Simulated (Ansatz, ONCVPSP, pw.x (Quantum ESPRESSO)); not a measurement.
# gold: does the ONCV potential hold in the solid?

```
Element                 : Au
Generator               : ONCVPSP 4.0.1
Type                    : optimised norm-conserving Vanderbilt (ONCV)
Functional              : PBE
Relativity              : scalar-relativistic
Frozen core             : [Kr] 4d10 4f14 5s2
Valence charge          : 17
Reference configuration : 5p6 5d10 6s1
Partial waves           : 6s: rc 2.55 bohr, ncon 5, nbas 9, qcut 2.4 1/bohr, 2 projectors, debl 1.6 Ha; 5p: rc 1.40 bohr, ncon 4, nbas 7, qcut 9.5 1/bohr, 2 projectors, debl 1.1 Ha; 5d: rc 1.40 bohr, ncon 4, nbas 9, qcut 12 1/bohr, local
Local potential         : the d channel
Core correction         : Teter function, fcfact 5.25, rcfact 1
```

In the p channel the program set the typed energies aside and used -2.197, 0.250 Ha.

Atomic tests: cutoffs needed: 33 Ha and 44 Ha (the cutoffs (Ha) at which the residual kinetic energy of the hardest occupied pseudo-wave falls to 1 and 0.1 mHa per electron); ghost test: no bound ghost flagged; GHOST(+) flagged for s at 20.9 eV; largest excitation error: -10 meV (all-electron minus pseudo) for 5p6 5d10 6s0, out of 4 test configurations.

Crystal test: fcc Au in pw.x 7.5, no spin, 14³ k-points, Fermi–Dirac smearing 0.01 Ry, cutoffs 105/420 Ry. The reference is all-electron LAPW (Ansatz 0.2.0) with the same functional, mesh and smearing; V0 and B0 come from Birch–Murnaghan fits to the pressures at five volumes. Errors are pseudo minus all-electron; Δ is the rms difference of the E(V) curves that follow from these fits, minima aligned, over ±6 % about the mean V0. Mesh and smearing are coarse, so the numbers serve the comparison and aren't converged zero-temperature values; the lattice is a test structure that the element need not adopt.

```
V (Å³/atom)  P all-electron (GPa)  P pseudo (GPa)
     17.249                  6.44            5.39
     17.703                  2.17            1.21
     18.157                 -1.41           -2.30
     18.611                 -4.40           -5.20
     19.065                 -6.89           -7.64
```

All-electron: a0 = 4.158 Å (V0 = 17.97 Å³/atom), B0 = 139.3 GPa.

Pseudopotential: mean pressure error (GPa): -0.89; a0 (Å): 4.149; a0 error (%): -0.22; B0 error (%): +1.7; Δ (meV/atom): 3.6. The generator flags a localised state at positive energy (s at 21 eV).

Question: At the middle volume, how do free energy and pressure move when the wave cutoff is lowered (ecutrho kept at four times it)?

Answer:

```
cutoff (Ry)  shift of F (meV/atom)  shift of P (GPa)
         47                +2673.4            -61.12
         63                 +531.1            -22.42
         84                  +38.2             -2.23
```

Input at the middle volume:

```
&control
  calculation='scf', prefix='x', pseudo_dir='./', outdir='./tmp', tstress=.true., disk_io='none'
/
&system
  ibrav=0, nat=1, ntyp=1, ecutwfc=105, ecutrho=420, nbnd=17,
  occupations='smearing', smearing='fd', degauss=0.01
/
&electrons
  conv_thr=1e-09, mixing_beta=0.4, electron_maxstep=70
/
ATOMIC_SPECIES
Au 1.0 Au.UPF
CELL_PARAMETERS angstrom
  0.00000000 2.08611398 2.08611398
  2.08611398 0.00000000 2.08611398
  2.08611398 2.08611398 0.00000000
ATOMIC_POSITIONS crystal
Au 0.0000 0.0000 0.0000
K_POINTS automatic
14 14 14 0 0 0
```

```bash
pw.x < Au.scf.in > Au.scf.out
```

Lines of the output:

```
Message from routine setup:
     using ibrav=0 with symmetry is DISCOURAGED, use correct ibrav instead
     lattice parameter (alat)  =       5.5751  a.u.
     unit-cell volume          =     122.5295 (a.u.)^3
     number of electrons       =        17.00
     number of Kohn-Sham states=           17
     kinetic-energy cutoff     =     105.0000  Ry
     charge density cutoff     =     420.0000  Ry
     scf convergence threshold =      1.0E-09
     Exchange-correlation= PBE
     number of k points=   104  Fermi-Dirac smearing, width (Ry)=  0.0100
     iteration #  1     ecut=   105.00 Ry     beta= 0.40
     total energy              =    -212.02917522 Ry
     estimated scf accuracy    <       0.06134369 Ry
     iteration #  2     ecut=   105.00 Ry     beta= 0.40
     total energy              =    -212.03946879 Ry
     estimated scf accuracy    <       0.00156242 Ry
     iteration #  3     ecut=   105.00 Ry     beta= 0.40
     total energy              =    -212.03944862 Ry
     estimated scf accuracy    <       0.00052506 Ry
     iteration #  4     ecut=   105.00 Ry     beta= 0.40
     total energy              =    -212.03947428 Ry
     estimated scf accuracy    <       0.00000877 Ry
     iteration #  5     ecut=   105.00 Ry     beta= 0.40
     total energy              =    -212.03947373 Ry
     estimated scf accuracy    <       0.00000217 Ry
     iteration #  6     ecut=   105.00 Ry     beta= 0.40
     total energy              =    -212.03947411 Ry
     estimated scf accuracy    <       0.00000044 Ry
     iteration #  7     ecut=   105.00 Ry     beta= 0.40
     total energy              =    -212.03947417 Ry
     estimated scf accuracy    <          9.4E-09 Ry
     iteration #  8     ecut=   105.00 Ry     beta= 0.40
     the Fermi energy is    18.1600 ev
!    total energy              =    -212.03947417 Ry
     estimated scf accuracy    <          7.8E-10 Ry
     smearing contrib. (-TS)   =      -0.00147005 Ry
     The total energy is F=E-TS. E is the sum of the following terms:
     one-electron contribution =     -50.34716411 Ry
     hartree contribution      =      36.84064784 Ry
     xc contribution           =     -30.47424976 Ry
     ewald contribution        =    -168.05723809 Ry
     convergence has been achieved in   8 iterations
          total   stress  (Ry/bohr**3)                   (kbar)     P=      -22.97
     Message from routine punch:
     Nothing written, as per user request (disk_io='none')
```

The run at the middle volume (104 k-points, 8 iterations) took about 29 s on one core of a shared host (Intel(R) Xeon(R) 6975P-C, 192 threads, 378 GiB, load 55).
